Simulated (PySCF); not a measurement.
Electronic absorption of HPS

HPS.
SMILES: `P=S`

Computed, not measured: PySCF, TDDFT wB97X-D/def2-SVPD, vertical, gas phase, core orbitals frozen in the response. Isolated species at its PBE0-D3(BJ)/def2-SVP geometry, gas phase.

Q: List the vertical singlet excitations with oscillator strengths and describe the spectrum.

A: 

| state | E (eV) | ν̃ (cm⁻¹) | f | \|μ\| (D) | symmetry | main configurations (H = HOMO, L = LUMO) |
| --- | --- | --- | --- | --- | --- | --- |
| S1 | 1.53 | 12350 | 0.0005 | 0.30 | – | H→L (100%) |
| S2 | 4.11 | 33180 | 0.0022 | 0.38 | A″ | H-2→L (99%) |
| S3 | 5.03 | 40530 | 0.084 | 2.10 | A′ | H-1→L (87%) |
| S4 | 5.84 | 47100 | 0.0015 | 0.26 | – | H-3→L (99%) |
| S5 | 5.97 | 48180 | 0.066 | 1.71 | A′ | H→L+1 (82%), H→L+2 (9%) |
| S6 | 6.33 | 51020 | 0.019 | 0.90 | A′ | H→L+2 (85%), H→L+1 (10%) |
| S7 | 7.35 | 59290 | 0.099 | 1.88 | A′ | H→L+3 (87%) |
| S8 | 7.82 | 63080 | 0.0075 | 0.50 | A″ | H→L+4 (96%) |
| S9 | 7.98 | 64380 | 0.030 | 0.99 | A″ | H-1→L+1 (92%) |
| S10 | 8.02 | 64700 | 0.025 | 0.90 | A′ | H→L+5 (87%) |

Triplets (Tamm–Dancoff): T1 0.95 eV, H→L (99%); T2 2.63 eV, H-1→L (99%); T3 3.29 eV, H-2→L (99%); T4 5.22 eV, H-3→L (98%).

The lowest singlet lies at 1.53 eV (810 nm, near infrared) and is very weak; its leading configuration is HOMO→LUMO (100%). The most intense listed level is S7 at 7.35 eV (169 nm, f = 0.099), 5.82 eV above S1. Löwdin shares by element: HOMO sulfur 63%, phosphorus 27%, hydrogen 10%; LUMO phosphorus 54%, sulfur 41%, hydrogen 5%. Of the 10 states listed, 6 reach f = 0.01 and none stays under 0.0005. The listed states span 6.49 eV, and the widest gap between neighbours is 2.58 eV (S1 to S2). Weighted by f, the mean energy of these states is 6.52 eV. No computed singlet lies between 380 and 750 nm, and the lowest lies beyond, at 810 nm; a Tamm–Dancoff triplet lies at 472 nm, without intensity as long as spin–orbit coupling is left out. All these states lie below the vertical ionisation energy of 9.37 eV (ΔSCF). Symmetry labels in Cs follow from the direction of the transition dipole and are given only for states with f of 0.002 or more. Only the lowest 10 singlets were computed, as vertical energies without vibronic structure.

Hardware: one thread, x86-64 server, no GPU, shared host. Cost: 3.3 s wall.
